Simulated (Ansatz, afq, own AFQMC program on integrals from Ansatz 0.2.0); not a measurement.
## AFQMC, coupled cluster and functionals along a coordinate of HBr + HO, doublet

```yaml
atoms:
  - { symbol: Br, position_ang: [-1.8076, 0.2350, 0.0000] }
  - { symbol: H, position_ang: [-0.3870, 0.2350, 0.0000] }
  - { symbol: O, position_ang: [0.9714, 0.2350, 0.0000] }
  - { symbol: H, position_ang: [1.2232, -0.7050, 0.0000] }
```

A hydrogen atom is moved from one rigid fragment to the other; the Br1–H2 distance tells how far. The two fragments are held close together, so this isn't a minimum-energy path and the start is a compressed complex. Energies in kcal/mol count from this geometry (1.421 Å) at the same level; the start stands on UHF, each point on the determinant named.

Basis cc-pVTZ. Noble-gas cores (and the filled d shells of Ga–Kr and In–Xe) are frozen. Integrals, coupled cluster, full CI and functionals: Ansatz 0.2.0; the random walks run on the same integrals in our own AFQMC program. The CISD trial takes its coefficients from CCSD amplitudes. Released means that phaseless walkers are propagated on without the constraint, phases kept. Error bars are statistical, one sigma. No spin–orbit coupling.

Cautions, each for one point or more: inner d shell frozen; no relativity below Rb; no spin-orbit coupling; the ph-AFQMC/CISD walk drifts between its halves; unrestricted determinant slightly spin contaminated.

```json
{"r(Br1–H2) / Å": "1.526", "det.": "UHF", "T1": "0.027", "weight": "0.85", "⟨S²⟩": "0.80", "PBE0": "-4.9", "MP2": "-3.0", "CCSD(T)": "-3.9"}
{"r(Br1–H2) / Å": "1.578", "det.": "UHF", "T1": "0.025", "weight": "0.85", "⟨S²⟩": "0.81", "PBE0": "-7.6", "MP2": "-6.3", "CCSD(T)": "-6.7"}
{"r(Br1–H2) / Å": "1.684", "det.": "UHF", "T1": "0.016", "weight": "0.87", "⟨S²⟩": "0.79", "PBE0": "-14.0", "MP2": "-18.1", "CCSD(T)": "-14.8"}
{"r(Br1–H2) / Å": "1.789", "det.": "UHF", "T1": "0.016", "weight": "0.87", "⟨S²⟩": "0.77", "PBE0": "-18.8", "MP2": "-26.5", "CCSD(T)": "-21.8"}
```

(1) Estimate the curve of phaseless AFQMC with a CISD trial, counted from the same start.

Results:

(1) 
```csv
r(Br1–H2) / Å,det.,T1,weight,⟨S²⟩,ph-AFQMC/CISD
1.526,UHF,0.027,0.85,0.80,-4.0 ± 0.2
1.578,UHF,0.025,0.85,0.81,-6.4 ± 0.2
1.684,UHF,0.016,0.87,0.79,-14.6 ± 0.2
1.789,UHF,0.016,0.87,0.77,-21.6 ± 0.1
```

Weight is that of the determinant in the CISD state; at the start T1 is 0.021 and the weight 0.86, and ⟨S²⟩ is 0.77. Largest departures from phaseless AFQMC with a CISD trial: CCSD(T) -0.3 kcal/mol at 1.578 (on UHF), PBE0 2.8 kcal/mol at 1.789, MP2 -5.0 kcal/mol at 1.789 (on UHF). The walk's constraint bias lies outside its error bars, so these are departures and not errors. Functionals count only at points shown to share the start's state and spin.

A walk keeps the symmetry of its determinant, which the program's search chose and which needn't be the lowest solution, so a lower state of the same spin and another symmetry isn't excluded.
